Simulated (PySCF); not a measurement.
Functional benchmark on one molecule

Molecule: `CC#P`, C2H3P.

Bonds (- single, = double, # triple, : aromatic): C1-C2 1.453 Å, C2#P3 1.547 Å. C1 carries H4, H5, H6.

Geometry PBE0-D3(BJ)/def2-SVP throughout; GIAO in PySCF 2.14, gas phase, one conformer, non-relativistic; equivalent atoms averaged; basis pcSseg-2.

Reference values (measured; solution, CHCl3; Yu. Yu. Rusakov, I. L. Rusakova, Phys. Chem. Chem. Phys. 2023, supporting information (pecS-n basis sets for 31P)): δ(P3) = -61.0 ppm vs 85 % H3PO4. Computed shifts are taken against H3PO4, calculated as an isolated molecule at each level.

How do the functionals HF, LDA, PBE, BLYP, BP86, OPBE, KT2, KT3, B97-D, B3LYP, PBE0, mPW1PW91 perform against the reference? Times are CPU seconds on 1 thread of an Arm Neoverse V1, shared host; the GGAs took longer than the global hybrids here, which isn't the general rule, and the cause wasn't traced.

Results:


```
functional           kind     P3  abs. error P  core-s
        HF   Hartree–Fock   -3.2          57.8     2.8
       LDA            LDA  -60.0           1.0     7.7
       PBE            GGA  -67.2           6.2       9
      BLYP            GGA  -71.7          10.7       9
      BP86            GGA  -67.8           6.8     9.5
      OPBE            GGA  -65.0           4.0       9
       KT2            GGA  -83.4          22.4     8.7
       KT3            GGA  -80.1          19.1     8.7
     B97-D            GGA  -67.8           6.8       9
     B3LYP  global hybrid  -54.9           6.1     5.7
      PBE0  global hybrid  -48.5          12.5     5.8
  mPW1PW91  global hybrid  -48.0          13.0     5.8
```

For ³¹P the closest is LDA (1.0 ppm) and the furthest HF (57.8 ppm). One molecule is a small sample, and vibrational and solvent effects are absent from the calculation.
